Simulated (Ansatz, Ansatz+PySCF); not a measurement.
```xyz
3

C     0.0019   -0.0058   -0.1717
H     0.0031    0.8537    0.5341
H    -0.0072   -0.8554    0.5365
```

RHF on singlet CH₂ was run in several spherical basis sets with Ansatz (development build ahead of 0.2.0). Caution: another spin multiplicity may lie lower. Caution for RHF: an unrestricted determinant lies well below; in another basis set an unrestricted determinant lies well below.

(1) Rank the basis sets by the total energy that they give, lowest first, with the distance from the lowest.
A. def2-TZVP
B. def2-SVP
C. STO-3G
D. cc-pVTZ
E. 6-31G(d)
F. cc-pVDZ

## Answers

(1) A (0.00 eV), D (0.01 eV), F (0.32 eV), E (0.57 eV), B (1.30 eV), C (14.17 eV).

Totals follow the description of the cores as much as that of the bonds, so this order isn't one of quality for chemistry.
